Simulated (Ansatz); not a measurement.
# Two structures, one formula

Two relaxed structures of CH2LiO, doublet (PBE0-D4/def2-TZVP; forces vanish, vibrations not checked).

A:

```
atom    x (Å)    y (Å)    z (Å)
 Li1  -1.6302   0.4943  -0.9263
  O2  -0.9352  -0.0967   0.6592
  C3   0.0651  -0.0607  -0.4227
  H4   0.9927  -0.4990  -0.0372
  H5  -0.7436  -0.7473   1.3381
```

B:

```xyz
5
angstrom
Li -2.2559 0.1513 -0.3046
O -0.6777 0.0449 -0.0847
C 0.6092 -0.0465 0.1484
H 1.1103 -1.0090 0.0408
H 1.2141 0.8592 0.2001
```

Program: Ansatz 0.2.0. Basis: def2-TZVPP. Cores are frozen in the correlated methods; orbitals are unrestricted. The outer core shell of Li, Na, Mg and K is correlated. B3LYP uses VWN-RPA correlation.

Question: Which structure is lower at CCSD(T), and by how much? (Judge from chemistry; the value comes from the calculation.)

Answer: Computed: B, by 153.0 kJ/mol (electronic energy, against the other). By their contacts, A is CH₂LiO ([Li]1[CH][OH]1) and B is CH₂LiO ([Li][O][CH2]).

All methods give the same order:

```csv
method,E(B) − E(A) (kJ/mol)
PBE-D4,-169.0
r2SCAN-D4,-160.7
PBE0-D4,-162.7
B3LYP-D4,-167.1
wB97M-V,-157.6
HF,-153.2
MP2,-162.2
CCSD,-153.5
CCSD(T),-153.0
```

No T1 diagnostic of these runs exceeds 0.019. ⟨S²⟩ of the unrestricted Hartree–Fock references: 0.76 to 0.77 (a pure state has 0.75).

Labels in which every atom is bracketed show which atoms are joined, not bond orders.

For scale, one of the runs: CCSD(T)/def2-TZVPP, 109 basis functions, launched by `ansatz run in.yaml --threads 2 --pin off --events-out ev --progress --plain --max-ram 4352MiB`. Time: 16 s of wall clock on 2 CPU threads of an Arm Neoverse V2; the host was shared. Peak host memory: 0.89 GiB.
